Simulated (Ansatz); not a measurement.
Input file:

```yaml
crystal:
  periodic: [false, false, false]
  atoms:
    - {symbol: Al, position_ang: [0.000000, 0.000000, 0.336671]}
    - {symbol: Ga, position_ang: [0.000000, 0.000000, -2.770942]}
    - {symbol: H, position_ang: [0.000000, 0.000000, 2.434271]}
basis:
  gaussian: {orbitals: 6-31G}
magnetization: {spin_polarized: false, initial_magnetization: 3}
correlation: {method: ccsd_t, electrons: outside_noble_gas}
```

```sh
$ ansatz run in.yaml --threads 1 --pin off --events-out ev --progress --plain --max-ram 2393MiB
```

The program prints:

```
420 factors; integrals over basis functions are off by at most 3.6e-4 eV
mean field evaluation 1: about -58919.0779 eV, gradient 3.7e0 eV
mean field evaluation 2: about -58919.0912 eV, gradient 3.7e0 eV
mean field evaluation 4: about -58919.3793 eV, gradient 7.0e-1 eV
mean field evaluation 8: about -58919.4021 eV, gradient 3.0e-1 eV
mean field evaluation 16: about -58919.4473 eV, gradient 3.1e-1 eV
mean field evaluation 32: about -58919.3960 eV, gradient 3.1e-1 eV
mean field evaluation 64: about -58919.3798 eV, gradient 2.3e-1 eV
mean field evaluation 96: about -58919.5071 eV, gradient 4.6e-1 eV
mean field evaluation 128: about -58919.0331 eV, gradient 1.5e-6 eV
mean field evaluation 160: about -58919.5351 eV, gradient 2.3e-1 eV
...
mean field evaluation 992: about -58919.5967 eV, gradient 2.5e-3 eV
mean field evaluation 1024: about -58918.9881 eV, gradient 2.1e-1 eV
mean field evaluation 1056: about -58918.9923 eV, gradient 7.1e-2 eV
mean field evaluation 1088: about -58916.0884 eV, gradient 6.6e0 eV
mean field -58919.59668382 eV, -2165.2552409935 hartree, gradient 2.6e-6 eV, S^2 3.750000; 26 other end points of the search recorded, 0 dependent functions left out
mean field evaluation 1120: about -58919.7140 eV, gradient 5.0e-1 eV
mean field evaluation 1152: about -58919.5385 eV, gradient 2.1e0 eV
mean field evaluation 1184: about -58919.4074 eV, gradient 4.8e-1 eV
mean field evaluation 1216: about -58919.3254 eV, gradient 3.0e-1 eV
mean field evaluation 1248: about -58919.5199 eV, gradient 8.0e-1 eV
determinant -58919.59668382 eV, -2165.2552409935 hartree, with singles and doubles -58922.06212850 eV, -2165.3458444140 hartree
determinant -58919.44847927 eV, -2165.2497945766 hartree, with singles and doubles -58922.08262621 eV, -2165.3465976910 hartree
determinant -58919.20056480 eV, -2165.2406838880 hartree, with singles and doubles -58921.25793707 eV, -2165.3162909243 hartree
determinant -58919.03307132 eV, -2165.2345286159 hartree, with singles and doubles -58921.13767804 eV, -2165.3118714864 hartree
determinant -58917.76602951 eV, -2165.1879656884 hartree, with singles and doubles -58920.79424838 eV, -2165.2992506794 hartree
determinant -58917.36903520 eV, -2165.1733764167 hartree, with singles and doubles -58919.62992726 eV, -2165.2564626673 hartree
determinant -58916.31729223 eV, -2165.1347255753 hartree, with singles and doubles -58919.74568238 eV, -2165.2607165894 hartree
determinant -58916.27996819 eV, -2165.1333539420 hartree, with singles and doubles -58919.42557440 eV, -2165.2489528380 hartree
determinant -58919.59668382 eV, -2165.2552409935 hartree, with singles and doubles -58922.07350111 eV, -2165.3462623499 hartree
determinant -58919.44847927 eV, -2165.2497945766 hartree, with singles and doubles -58922.08046628 eV, -2165.3465183150 hartree
19 core orbitals not correlated: weight in the atoms' cores, before any rotation towards them, 0.999 or more for the frozen orbitals, at most 0.000 for the correlated occupied ones
reference -58919.44847927 eV, -2165.2497945766 hartree; 5, 2 occupied and 20, 23 virtual orbitals, 420 factors
second order -1.64401469 eV of doubles, -0.04732176 eV of singles
cycle   1  -2.63198657 eV  change    4.4e-7 eV  update   3.0e-6
perturbative correction -0.09892579 eV, -0.0036354557 hartree
Total energy: -58922.17939162 eV, -2165.3501537546 hartree
```

For the same geometry and basis full CI lies 58.2 meV lower.

Ran on 1 thread of Arm Neoverse V2, shared host: 14 s wall, 0.1 GiB peak host memory.
